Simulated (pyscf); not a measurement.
H₂N–Si(NH₂)(Cl)–Cl + hydrogen (H₂) → H₂N–SiH(Cl)–Cl + ammonia (NH₃), a four-centre exchange (singlet surface; N–Si, H–H broken, H–Si, H–N formed). Optimised with ωB97X-D3(BJ)/def2-SVP in PySCF. Energies in kcal/mol from the separated reactants.

Small-basis levels: PySCF, no dispersion term, spherical d functions. 

**Question.** In single points B3LYP/LANL2DZ puts the saddle at 48.2 kcal/mol and the reaction energy at +14.8 kcal/mol. Should these be trusted to within a few kcal/mol? Compare with ωB97M-D3(BJ)/def2-TZVP.

**Answer.** ωB97M-D3(BJ)/def2-TZVP gives ΔE‡ = 44.6 kcal/mol and ΔE = +13.7 kcal/mol. B3LYP/LANL2DZ lies 3.6 kcal/mol over it in the barrier and 1.1 kcal/mol over it in the reaction energy, so on this step it does not hold to within 3.0 kcal/mol. ωB97M-D3(BJ)/def2-TZVP has limits of its own. At the saddle there is also a short H–Si contact that neither side keeps. One saddle was located; it need not be the lowest between these sides.
